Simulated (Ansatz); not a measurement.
Ni, fcc: geometry optimisation

Method: DFT, BLYP, plane waves (420 eV) with PAW, scalar-relativistic in Ansatz. (PAW data from PBE, frozen cores regenerated.)

k-point mesh 13×13×9, Fermi-Dirac smearing 0.05 eV, starting moments 0.80, -0.80 μB. Cell and atoms relax.

Starting structure:

```xyz
2
Lattice="2.4918 0.0000 0.0000 0.0000 2.4918 0.0000 0.0000 0.0000 3.5239" Properties=species:S:1:pos:R:3 pbc="T T T"
Ni    0.0000    0.0000    0.0000
Ni    1.2459    1.2459    1.7619
```

Question: The pressure at the start is 7.5 GPa. By how much does the volume change?

Answer: From 10.94 to 11.38 Å³ per atom, 4.1 %. The final cell has a = 3.571 Å.

Question: How much energy does the relaxation gain?

Answer: 10.1 meV per atom.

Path of the relaxation (the plane waves are chosen anew near the end, which can shift the energy a little):

| step | E − E(final) (meV/atom) | V (Å³/atom) | P (GPa) | max force (eV/Å) |
| --- | --- | --- | --- | --- |
| 0 | 10.10 | 10.940 | 7.55 | 0.000 |
| 1 | 2.77 | 11.152 | 3.72 | 0.000 |
| 2 | 0.25 | 11.367 | 0.25 | 0.000 |
| 3 | 0.24 | 11.384 | 0.00 | 0.000 |
| 4 | 0.00 | 11.384 | 0.04 | 0.000 |

Question: Which magnetic state does it end in?

Answer: antiferromagnetic, largest moment 0.12 μB in the atomic sphere; moments 0.12, -0.12 μB.
